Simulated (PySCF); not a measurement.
Computed and published core binding energies of `FC(F)(F)Cl`

Measured values to reproduce (core binding energies): C 1s of C2 300.25 eV [1]. Sources and the comparison follow the method.

Compound: CClF₃.
Bonds: F1–C2, C2–F3, C2–F4, C2–Cl5.

Computed, not measured: PySCF, delta-SCF UKS SCAN, pcX-2 on the ionised atom, pcseg-1 elsewhere, spin-free X2C. Each binding energy is the total energy of the core-ionised species, with the hole localised on one atom, minus that of the ground state; both are solved self-consistently, so orbital relaxation is included.

```tsv
atom	environment	level	this calculation (eV)	reference (eV)	difference (eV)	source
C2	CF3 carbon	C 1s	300.35	300.25	+0.10	[1]
```

[1] measured, gas; Thomas, Saethre, Boerve, Bozek, Huttula, Kukk, J. Phys. Chem. A 2004, 108, 4983 (carbon 1s photoelectron spectroscopy of halomethanes) Note: vertical.

**Question.** How far is it from the measured entries?

**Answer.** The one measured value differs by +0.10 eV, too little evidence for a typical error. The calculation is vertical and has no vibrational structure, and measured positions depend on the energy calibration.

**Question.** What does the calculation give for the levels without a reference value here?

**Answer.** F1/F3/F4 F 1s 695.08 eV; Cl5 Cl 1s 2830.26 eV; Cl5 Cl 2p3/2 207.67 eV.

The first atom of each set that the bonding makes equivalent was ionised and stands for the set. For 2p shells one spin-free hole was relaxed; a mean-field spin–orbit operator and the ground-state splitting of the three 2p orbitals were then diagonalised within the shell. The shell's mean is (2 × 2p3/2 + 2p1/2)/3, and the degeneracies 2j + 1 give areas of 2:1. 2p1/2 minus 2p3/2 (ligand field included): Cl 1.65 eV. Isolated species at its PBE0-D3(BJ)/def2-SVP geometry, gas phase.
